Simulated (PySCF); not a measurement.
CHCl (triplet state).
Cartesian coordinates in Å at the GFN2-xTB level; atoms count from 1:
```xyz
3
CHCl angstrom
C     -0.2325    0.3679   -0.0029
Cl     1.3294   -0.0939   -0.0114
H     -1.0854   -0.2765    0.0018
```

Identity: `[CH]Cl` [triplet].

Method used: UKS B3LYP, pcH-1 on C Cl H, non-relativistic, mean-field spin-orbit, GIAO (PySCF). Geometry: GFN2-xTB; no solvent, vibrations or thermal averaging. This triplet need not be the ground state; the singlet was not compared here. A GFN2-xTB geometry isn't a minimum of the functional, and hyperfine couplings can be far from their values at a DFT geometry.

Principal values of hyperfine tensors in MHz (contact, dipolar and spin–orbit terms together), for some of the nuclei:

```tsv
atom	isotope	A1	A2	A3
C1	13C	251.20	346.24	380.08
Cl2	35Cl	-20.53	26.36	34.22
```

Split each tensor into its isotropic and traceless parts, and turn a_iso into mT with g = 2.0044.

a_iso = (A1 + A2 + A3)/3, Ti = Ai − a_iso; 1 mT corresponds to 28.053 MHz. The tensors hold a spin–orbit part: the run splits a_iso into a_FC + a_SO, and T includes its anisotropic share.

```
atom  a_iso (MHz)    a_FC   a_SO  a_iso (mT)      T1     T2     T3
  C1       325.84  325.65   0.20      11.615  -74.64  20.40  54.24
 Cl2        13.35   13.44  -0.09       0.476  -33.88  13.01  20.87
```

What spin density at the nucleus of Cl2 lies behind its contact coupling (g_N = 0.54792)?

a_FC = (2μ0/3) gₑ μB g_N μN ρ(0)/(2S·h) = 800.24 MHz × g_N × ρ(0)/(2S), with ρ in bohr⁻³. With a_FC = 13.44 MHz and 2S = 2, ρ(0) = 0.06132 bohr⁻³.

H3 (1H, g_N = 5.58569) isn't in the table. Its spin density at the nucleus is 0.01923 bohr⁻³. What is its contact coupling?

By the same relation, a_FC = 43.0 MHz. Its full tensor has the principal values 19.19, 30.14, 79.76 MHz.

Name the largest traceless tensor T of the table and describe it.

C1: -74.6, 20.4, 54.2 MHz (the dipolar term alone has -73.9, 20.0, 53.9), rhombic: the two smaller values differ by 45 % of the largest.
